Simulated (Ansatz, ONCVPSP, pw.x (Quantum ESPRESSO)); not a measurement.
What a changed setting does to a pw.x run (diamond C)

Potential: optimised norm-conserving Vanderbilt (ONCV), ONCVPSP 4.0.1.1 (patched build), LDA (Perdew-Wang 92); core [He], reference 2s1.5 2p2.5; waves: 2s: rc 0.98 bohr, ncon 5, nbas 10, qcut 6.2 1/bohr, 2 projectors, debl 2.7 Ha; 2p: rc 1.85 bohr, ncon 5, nbas 10, qcut 9.3 1/bohr, 3 projectors, debl 0.3 Ha; local part: polynomial inside 0.80 bohr (lpopt 5, dvloc0 0 Ha); core correction: Teter function, fcfact 2, rcfact 1.65.

The reference run (k-mesh 13³, cutoffs 110/440 Ry, Fermi–Dirac 0.01 Ry, mixing_beta 0.4, conv_thr 1e-9, no spin) gives -3.00 GPa at 5.505 Å³/atom, where all-electron LAPW gives 0.26 GPa. This run, with its own iteration cap, changes diagonalization to rmm-davidson.

```
&control
  calculation='scf', prefix='x', pseudo_dir='./', outdir='./tmp', tstress=.true., disk_io='none'
/
&system
  ibrav=0, nat=2, ntyp=1, ecutwfc=110, ecutrho=440, nbnd=11,
  occupations='smearing', smearing='fd', degauss=0.01
/
&electrons
  conv_thr=1e-09, mixing_beta=0.4, electron_maxstep=60, diagonalization='rmm-davidson'
/
ATOMIC_SPECIES
C 1.0 C.UPF
CELL_PARAMETERS angstrom
  0.00000000 1.76570891 1.76570891
  1.76570891 0.00000000 1.76570891
  1.76570891 1.76570891 0.00000000
ATOMIC_POSITIONS crystal
C 0.0000 0.0000 0.0000
C 0.2500 0.2500 0.2500
K_POINTS automatic
13 13 13 0 0 0
```

```bash
pw.x < C.scf.in > C.scf.out
```

Task: How does the run end?

Result: It converges in 10 iterations; the free energy moves by +0.0 meV/atom and the pressure by +0.01 GPa. The result is that of the reference run.

```
Message from routine setup:
     using ibrav=0 with symmetry is DISCOURAGED, use correct ibrav instead
     lattice parameter (alat)  =       4.7188  a.u.
     unit-cell volume          =      74.2992 (a.u.)^3
     number of electrons       =         8.00
     number of Kohn-Sham states=           11
     kinetic-energy cutoff     =     110.0000  Ry
     charge density cutoff     =     440.0000  Ry
     scf convergence threshold =      1.0E-09
     Exchange-correlation= SLA  PW   NOGX NOGC
     number of k points=    84  Fermi-Dirac smearing, width (Ry)=  0.0100
     iteration #  1     ecut=   110.00 Ry     beta= 0.40
     total energy              =     -23.52602876 Ry
     estimated scf accuracy    <       0.13961670 Ry
     iteration #  2     ecut=   110.00 Ry     beta= 0.40
     total energy              =     -23.51247486 Ry
     estimated scf accuracy    <       0.03418124 Ry
     iteration #  3     ecut=   110.00 Ry     beta= 0.40
     total energy              =     -23.51581497 Ry
     estimated scf accuracy    <       0.00027885 Ry
     iteration #  4     ecut=   110.00 Ry     beta= 0.40
     total energy              =     -23.51591921 Ry
     estimated scf accuracy    <       0.00000216 Ry
     iteration #  5     ecut=   110.00 Ry     beta= 0.40
     total energy              =     -23.51592314 Ry
     estimated scf accuracy    <       0.00000051 Ry
     iteration #  6     ecut=   110.00 Ry     beta= 0.40
     total energy              =     -23.51592249 Ry
     estimated scf accuracy    <       0.00000164 Ry
     iteration #  7     ecut=   110.00 Ry     beta= 0.40
     total energy              =     -23.51592262 Ry
     estimated scf accuracy    <          1.6E-09 Ry
     iteration #  8     ecut=   110.00 Ry     beta= 0.40
     total energy              =     -23.51592262 Ry
     estimated scf accuracy    <          2.5E-09 Ry
     iteration #  9     ecut=   110.00 Ry     beta= 0.40
     total energy              =     -23.51592262 Ry
     estimated scf accuracy    <          1.8E-09 Ry
     iteration # 10     ecut=   110.00 Ry     beta= 0.40
     the Fermi energy is    15.6867 ev
!    total energy              =     -23.51592262 Ry
     estimated scf accuracy    <          3.1E-11 Ry
     smearing contrib. (-TS)   =      -0.00000000 Ry
     The total energy is F=E-TS. E is the sum of the following terms:
     one-electron contribution =       8.45358328 Ry
     hartree contribution      =       1.86888230 Ry
     xc contribution           =      -8.00789486 Ry
     ewald contribution        =     -25.83049334 Ry
     convergence has been achieved in  10 iterations
          total   stress  (Ry/bohr**3)                   (kbar)     P=      -29.93
     Message from routine punch:
     Nothing written, as per user request (disk_io='none')
```

The run took about 22 s on one core of a shared host (Neoverse-N1, 64 threads, 124 GiB, load 59).
